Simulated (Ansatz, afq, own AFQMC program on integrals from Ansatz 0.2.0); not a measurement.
## AlSiH⁺, quartet in cc-pVDZ, levels against full CI

| atom | x (Å) | y (Å) | z (Å) |
| --- | --- | --- | --- |
| Si | 0.0000 | -0.0360 | 1.1654 |
| Al | 0.0000 | -0.0118 | -1.2249 |
| H | 0.0000 | 1.3177 | 0.3154 |

Connectivity, by distances: SiH–Al.

Basis cc-pVDZ. Noble-gas cores (and the filled d shells of Ga–Kr and In–Xe) are frozen. AFQMC by an in-house program on the Cholesky factors that Ansatz 0.2.0 writes for its CCSD(T) run. The CISD trial takes its coefficients from CCSD amplitudes. Released means that phaseless walkers are propagated on without the constraint, phases kept. Uncertainties: one standard error, sampling alone.

Determinant: UHF, the one that the program's search chose, which needn't be the lowest solution. The geometry is a PBE0/def2-TZVP stationary point of this or a neighbouring charge and spin state.

Full CI on the same integrals is exact in this basis and with this determinant's frozen core.

Cautions: another spin lies lower (by 1.99 eV); raised T1 diagnostic (T1 0.043, weight of the determinant 0.88, largest double 0.06); the released energies are still falling, so no released level is given (meV from the phaseless value at times in 1/Eh: -0.5 ± 2.5 at 0.24, -6.6 ± 1.6 at 0.51, -9.5 ± 1.6 at 0.99, -13.2 ± 2.0 at 1.62, -19 ± 3 at 2.40).

```
T1 diagnostic                               : 0.0427
weight of the determinant in the CISD state : 0.878
⟨S²⟩ of the determinant                     : 3.796
size of the correlated space                : 7 electrons in 31 orbitals
```

Reference: full CI, correlation energy -3.379 eV.

```tsv
level	E − E(reference) (kJ/mol)	share of correlation (%)
HF	326.0	0.00
MP2	91.3	72.00
CCSD	17.8	94.55
CCSD(T)	5.1	98.44
CCSDT	1.0	99.71
CCSDT(Q)	-0.1	100.02
CCSDTQ	0.0	99.99
ph-AFQMC/HF	13.7 ± 1.6	95.80
ph-AFQMC/CISD	2.7 ± 0.2	99.16
```

CCSDT and higher add their correlation energy to the determinant of the CCSD(T) run, since their own runs factorise the integrals more tightly (a shift of under 2 meV). A walk keeps the symmetry of its determinant, which the program's search chose and which needn't be the lowest solution, so a lower state of the same spin and another symmetry isn't excluded.
